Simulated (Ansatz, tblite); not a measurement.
# BeMe(NH2) (CH5BeN): one state, many levels

One table from this session's results is given with a row withheld; the runs are named, their logs left out.

The runs use Ansatz 0.2.0, Gaussian basis; as each input shows.

Plan: GFN1-xTB, GFN2-xTB, PBE-D4/def2-TZVP, r2SCAN-D4/def2-TZVP, LDA/def2-TZVP, B3LYP-D4/def2-TZVP, BHLYP-D4/def2-TZVP, ωB97M-V/def2-TZVP, B97M-V/def2-TZVP, HSE06-D4/def2-TZVP, revPBE-D4/def2-TZVP, PBE-D4/def2-SVP, PBE0-D4/def2-SVP, HF/6-31G, B3LYP-D4/6-31G, PBE0-D4/def2-TZVPD, PBE-D4/def2-TZVPD, r2SCAN-D4/def2-TZVPD, CCSD(T)/def2-TZVPP, MP2/def2-TZVP, RPA/def2-TZVP, CCSD(T)/def2-TZVPD.

## The relaxed structure

The geometry is that of the singlet, from an earlier relaxation (r2SCAN-D4/def2-TZVP).

8 atoms, charge 0, spin multiplicity 1.

Bond lengths: Be1–C2 1.686 Å, Be1–N6 1.508 Å, C2–H3 1.094 Å, C2–H4 1.095 Å, C2–H5 1.096 Å, N6–H7 1.007 Å, N6–H8 1.008 Å. Angles: C2–Be1–N6 179.6°, Be1–C2–H3 112.9°, Be1–C2–H4 112.0°, Be1–C2–H5 111.7°, H3–C2–H4 106.9°, H3–C2–H5 106.8°, H4–C2–H5 106.2°, Be1–N6–H7 125.5°, Be1–N6–H8 125.4°, H7–N6–H8 109.2°.

PBE0-D4/def2-TZVP was run before; its log isn't repeated, and its numbers join the tables.

Set-up of the first run:

Tight binding, by tblite at 300 K electronic temperature and without a spin-polarisation term:

```python
tblite.interface.Calculator('GFN1-xTB', numbers, positions, charge=0, uhf=0).singlepoint()
```

Tight binding, by tblite at 300 K electronic temperature and without a spin-polarisation term:

```python
tblite.interface.Calculator('GFN2-xTB', numbers, positions, charge=0, uhf=0).singlepoint()
```

start.molden holds the orbitals of an earlier run on this state, given as this run's starting guess.

in.yaml reads:

```yaml
crystal:
  periodic: [false, false, false]
  atoms:
    - {symbol: Be, position_ang: [0.004399, 0.010837, -0.286510]}
    - {symbol: C, position_ang: [-0.003106, -0.011121, 1.399798]}
    - {symbol: H, position_ang: [0.080235, 0.987420, 1.838894]}
    - {symbol: H, position_ang: [0.821079, -0.607418, 1.805641]}
    - {symbol: H, position_ang: [-0.923958, -0.454352, 1.794514]}
    - {symbol: N, position_ang: [0.006812, 0.021179, -1.794929]}
    - {symbol: H, position_ang: [0.828422, 0.024746, -2.378022]}
    - {symbol: H, position_ang: [-0.813892, 0.028709, -2.379386]}
basis:
  gaussian: {orbitals: def2-TZVP, initial_orbitals: start.molden}
hamiltonian: {xc: pbe, dispersion: d4}
scf: {omitted_lower_state_checks: [starts]}
output: {orbitals: {seedname: orbitals}}
```

Command:

```
ansatz run in.yaml --threads 4 --pin off --events-out ev --progress --plain --max-ram 3916MiB
```

Steps of the session up to this table: PBE-D4/def2-TZVP; r2SCAN-D4/def2-TZVP; LDA/def2-TZVP; B3LYP-D4/def2-TZVP; BHLYP-D4/def2-TZVP; ωB97M-V/def2-TZVP; B97M-V/def2-TZVP; HSE06-D4/def2-TZVP; revPBE-D4/def2-TZVP; PBE-D4/def2-SVP; PBE0-D4/def2-SVP; HF/6-31G; B3LYP-D4/6-31G; PBE0-D4/def2-TZVPD; PBE-D4/def2-TZVPD; r2SCAN-D4/def2-TZVPD; CCSD(T)/def2-TZVPP; MP2/def2-TZVP; RPA/def2-TZVP; CCSD(T)/def2-TZVPD.

One of the session's tables, all rows but one given; the rest of the session is left out.

```
               level  HOMO (eV)  LUMO (eV)  gap (eV)
            HF/6-31G     -10.42       4.15     14.57
       LDA/def2-TZVP          ?          ?         ?
     PBE-D4/def2-SVP      -5.64      -0.10      5.54
    PBE-D4/def2-TZVP      -5.75      -0.59      5.16
   PBE-D4/def2-TZVPD      -5.85      -0.71      5.14
 revPBE-D4/def2-TZVP      -5.68      -0.61      5.08
 r2SCAN-D4/def2-TZVP      -6.01       0.06      6.07
r2SCAN-D4/def2-TZVPD      -6.08      -0.07      6.02
    B97M-V/def2-TZVP      -6.03      -0.50      5.53
      B3LYP-D4/6-31G      -6.53       0.93      7.46
  B3LYP-D4/def2-TZVP      -6.90      -0.29      6.62
    PBE0-D4/def2-SVP      -7.07       0.62      7.68
   PBE0-D4/def2-TZVP      -7.14      -0.01      7.13
  PBE0-D4/def2-TZVPD      -7.22      -0.12      7.10
  HSE06-D4/def2-TZVP      -6.73      -0.31      6.42
  BHLYP-D4/def2-TZVP      -8.45       0.36      8.81
   ωB97M-V/def2-TZVP      -9.56       0.74     10.30
```

Q: Estimate the row for LDA/def2-TZVP from the others.

The run gave: HOMO (eV): -5.93; LUMO (eV): -0.62; gap (eV): 5.31. In the column «HOMO (eV)» it lies between r2SCAN-D4/def2-TZVP (-6.01) and PBE-D4/def2-TZVPD (-5.85).
